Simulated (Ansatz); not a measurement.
# C2H3O radical (SMILES C=C[O]): functionals against CCSD(T) at one geometry

An exercise on one series of results from a longer session: the logs are not shown, and one member is left open.

Program: Ansatz 0.2.0, Gaussian basis. Level of theory: single points in def2-TZVPP. These are calculated values, not measurements.

Cores are frozen in the correlated methods. Orbitals are unrestricted.

## Where the work starts

SMILES `C=C[O]`, 6 atoms, charge 0, spin multiplicity 2.

Atoms are counted from 1 here; the program's logs count them from 0.

Bond lengths: C1–C2 1.381 Å, C1–H4 1.279 Å, C1–H5 1.229 Å, C2–O3 1.107 Å, C2–H6 1.027 Å. Angles: C2–C1–H4 125.1°, C2–C1–H5 116.5°, H4–C1–H5 117.6°, C1–C2–O3 115.4°, C1–C2–H6 121.2°, O3–C2–H6 123.1°.

As a file:

```xyz
6
C2H3O
C    -0.3833    0.0750   -0.4062
C     0.6854   -0.0396    0.4611
O     0.8879   -1.0628    0.8318
H    -1.1466   -0.8867   -0.7643
H    -0.7267    1.2158   -0.7065
H     1.1759    0.7915    0.8130
```

The first run:

Input file run/in.yaml:

```yaml
crystal:
  periodic: [false, false, false]
  atoms:
    - {symbol: C, position_ang: [-0.383300, 0.075000, -0.406200]}
    - {symbol: C, position_ang: [0.685400, -0.039600, 0.461100]}
    - {symbol: O, position_ang: [0.887900, -1.062800, 0.831800]}
    - {symbol: H, position_ang: [-1.146600, -0.886700, -0.764300]}
    - {symbol: H, position_ang: [-0.726700, 1.215800, -0.706500]}
    - {symbol: H, position_ang: [1.175900, 0.791500, 0.813000]}
basis:
  gaussian: {orbitals: def2-TZVPP}
magnetization: {spin_polarized: true, initial_magnetization: 1}
correlation: {method: ccsd_t}
scf: {omitted_lower_state_checks: [cluster_reference]}
output: {forces: true}
```

The command line of these runs was not kept.

Steps of the session up to this table: CCSD(T)/def2-TZVPP; PBE0-D4/def2-TZVPP; wB97M-V/def2-TZVPP; r2SCAN-D4/def2-TZVPP; PBE-D4/def2-TZVPP; BLYP-D4/def2-TZVPP; BHLYP-D4/def2-TZVPP.

One table of the session follows, with a row left open; its other results are not shown here.

```
   method  RMS force component (eV/Å)  angle to CCSD(T) forces (°)  dipole (D)
  CCSD(T)                       4.788                    reference        2.10
  PBE0-D4                       4.579                          2.2        2.15
  wB97M-V                       4.639                          1.5        2.19
r2SCAN-D4                       4.647                          1.9        2.06
   PBE-D4                       4.829                          3.1        1.99
  BLYP-D4                       4.867                          2.9        2.00
 BHLYP-D4                           ?                            ?           ?
```

**Question.** Estimate the row for BHLYP-D4.

As computed: RMS force component (eV/Å): 4.403; angle to CCSD(T) forces (°): 3.9; dipole (D): 2.28. In the column «RMS force component (eV/Å)» it is the lowest.
